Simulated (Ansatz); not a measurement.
## Worked example: correlation energy of SiH₃, doublet

Geometry: a PBE0/def2-TZVP stationary point for this spin, not checked as a minimum.

```tsv
atom	x (Å)	y (Å)	z (Å)
Si	0.0001	-0.0001	-0.0437
H	1.4153	0.0146	0.4091
H	-0.7211	1.2200	0.4030
H	-0.6968	-1.2329	0.4066
```

Basis 6-31G; Ansatz 0.2.0. Only valence electrons are correlated (noble-gas cores frozen), which leaves 7 electrons in 14 orbitals. Prefix R: restricted or restricted open-shell reference; prefix U: unrestricted.

Full CI is exact within this basis and frozen core; it isn't the basis-set limit. The frozen core follows each run's orbitals, which can shift R against U totals by a few meV.

Runs differ by some tens of microhartree through their thresholds and, for an open shell, their frozen cores, so steps under 0.1 kcal/mol mean nothing.

```csv
level,total energy (hartree)
UHF,-290.566861
UMP2,-290.615489
UCCSD,-290.635227
UCCSD(T),-290.635949
UCCSDT,-290.636251
UCCSDT(Q),-290.636277
UCCSDTQ,-290.636284
full CI,-290.636282
```

Q: What is the correlation energy at full CI, and what share of it do UMP2 and UCCSD recover?

A: E(corr) = -290.636282 − (-290.566861) = -0.069421 hartree = -1.889 eV. UMP2: -0.048628 / -0.069421 = 70.05 %. UCCSD: -0.068366 / -0.069421 = 98.48 %.

Q: By how many kcal/mol does UCCSD(T) miss full CI (1 hartree = 627.509 kcal/mol), and which steps make up the rest?

A: -290.635949 − (-290.636282) = 0.000333 hartree = 0.21 kcal/mol. Steps: UCCSDT − UCCSD(T) = -0.19, UCCSDT(Q) − UCCSDT = -0.02, UCCSDTQ − UCCSDT(Q) = 0.00, full CI − UCCSDTQ = 0.00 kcal/mol. That is within 1 kcal/mol of the reference in this basis, which itself misses far more of the correlation at the basis-set limit.
